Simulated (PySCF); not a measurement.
An unknown is described by computed data only.

Elements present: C, Cl and H. Monoisotopic mass: 90.0236 u.

| Quantity | Value |
| --- | --- |
| 13C NMR | chemical shifts (computed TMS as zero) by class: 142.7 (1 C), 130.5 (1 C), 21.3 (1 C), 16.8 (1 C) ppm [GIAO PBE0/pcSseg-1] |
| Valence photoelectron | vertical ionisation energy: 9.07 eV [ΔSCF CAM-B3LYP/def2-SVPD] |
| Dipole | 2.12 D [CAM-B3LYP/def2-SVPD] |
| Polarisability | 65.7 au [CAM-B3LYP/def2-SVPD] |
| XPS | Cl2p3/2 205.9, C1s 290.3, C1s 291.0, C1s 291.1, C1s 291.7, Cl1s 2828.5 eV [ΔSCF SCAN, pcX-2 on the ionised atom, pcseg-1 elsewhere, spin-free X2C, 2p3/2 from a spin–orbit splitting computed afterwards within the 2p shell] |
| Rotational structure | rotational constants A, B, C: 7.356, 2.413, 1.859 GHz [PBE0-D3(BJ)/def2-SVP] |
| Triplet | lowest triplet excitation (Tamm–Dancoff): 4.09 eV [TDA CAM-B3LYP/def2-SVPD] |
| UV, strongest line | among the 10 lowest singlet transitions: S2 at 6.69 eV (185 nm, f = 0.396) [TDDFT CAM-B3LYP/def2-SVPD] |
| 1H NMR | chemical shifts (computed TMS as zero) by class: 5.67 (1 H), 1.94 (3 H), 1.79 (3 H) ppm [GIAO PBE0/pcSseg-1] |

Electronic properties: PySCF, gas phase, density fitting. Levels stand in brackets. Isolated species at its PBE0-D3(BJ)/def2-SVP geometry, gas phase. NMR classes are plain means over equivalent atoms (diastereotopic ones count apart unless rotation or inversion swaps them), as if these changed places fast.

Problem. Which formula fits the mass and the elements?

Solution. C4H7Cl (calculated 90.0236). No other formula that holds each of these elements comes within 0.0003 u with a fitting electron parity and a possible valence count.

Problem. What is the compound? Reason from the data.

Solution. Numbering: `[CH3:1]/[CH:2]=[C:3](\[CH3:4])[Cl:5]`. Its formula, C4H7Cl, gives 1 degree of unsaturation: 0 rings and 1 π bond in the structure found. 4 carbons fall into 4 classes; from least to most shielded: vinylic C–Cl carbon [C3] (142.7 ppm), alkene CH carbon [C2] (130.5 ppm), allylic carbon [C4] (21.3 ppm), allylic carbon [C1] (16.8 ppm). Hydrogen classes from least to most shielded: 1 H on an alkene CH carbon, C2 (5.67 ppm), 3 H on an allylic carbon, C4 (1.94 ppm), 3 H on an allylic carbon, C1 (1.79 ppm). The core levels belong to: Cl2p3/2 205.9 eV, vinyl chlorine [Cl5]; C1s 290.3 eV, alkene CH carbon [C2]; C1s 291.0 eV, allylic carbon [C1]; C1s 291.1 eV, allylic carbon [C4]; C1s 291.7 eV, vinylic C–Cl carbon [C3]; Cl1s 2828.5 eV, vinyl chlorine [Cl5]. The first electron is taken from the HOMO, whose largest Löwdin shares are 0.29 on the alkene CH carbon, 0.28 on the vinylic C–Cl carbon, 0.24 on the vinyl chlorine and 0.07 on an allylic carbon. The optimised geometry has point group Cs and is an asymmetric top. Structure: `C/C=C(\C)Cl`. Computed isomers that give other values at the same levels: `C/C=C(/C)Cl` (13C chemical shifts (computed TMS as zero) by class: 143.2 (1 C), 128.4 (1 C), 28.6 (1 C), 16.7 (1 C) ppm); `CC/C=C\Cl` (core binding energies: Cl2p3/2 206.2, C1s 290.6, C1s 290.7, C1s 290.9, C1s 291.7, Cl1s 2828.8 eV); `C=C(Cl)CC` (13C chemical shifts (computed TMS as zero) by class: 159.5 (1 C), 118.6 (1 C), 36.7 (1 C), 14.9 (1 C) ppm). The assignments are read from this structure; whether some other isomer fits the data as well wasn't checked.
